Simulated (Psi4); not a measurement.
Process, species as SMILES: O=C=S + 4 [H][H] (H2) → C (CH4) + O (H2O) + S (H2S)
B3LYP-D3(BJ)/def2-TZVP geometries, fixed; electronic energies without zero-point terms.

Basis-set convergence of the energy of full hydrogenation at PBE with Psi4. Cartesian d functions, on some or all atoms, in 6-31G**; all else is spherical. Density fitting with the program's default auxiliary sets. Psi4's default fitting sets serve the pcseg sets less well. No added dispersion term, no relativity. Functions are those of the species that has most. Reference: the value in aug-cc-pV(Q+d)Z, -58.85 kcal/mol, itself unsure by roughly 1.02 kcal/mol (its mean distance from def2-QZVPPD, def2-QZVPP, cc-pV(Q+d)Z).

```csv
basis,functions,energy of full hydrogenation (kcal/mol)
STO-3G,19,-22.70
3-21G,31,-37.05
pcseg-0,31,(withheld)
def2-SVP,46,-52.01
6-31G**,49,(withheld)
cc-pV(D+d)Z,51,-50.88
6-311G**,62,(withheld)
aug-pcseg-1,73,(withheld)
"6-311++G(2d,2p)",89,-60.82
cc-pV(T+d)Z,99,-55.11
"6-311++G(3df,3pd)",125,-58.77
aug-cc-pV(Q+d)Z,264,-58.85
aug-pcseg-3,281,-58.71
```

### Question
Some entries are withheld; supply them.

### Answer

- pcseg-0, energy of full hydrogenation (kcal/mol): -45.39
- 6-31G**, energy of full hydrogenation (kcal/mol): -51.22
- 6-311G**, energy of full hydrogenation (kcal/mol): -53.67
- aug-pcseg-1, energy of full hydrogenation (kcal/mol): -60.79
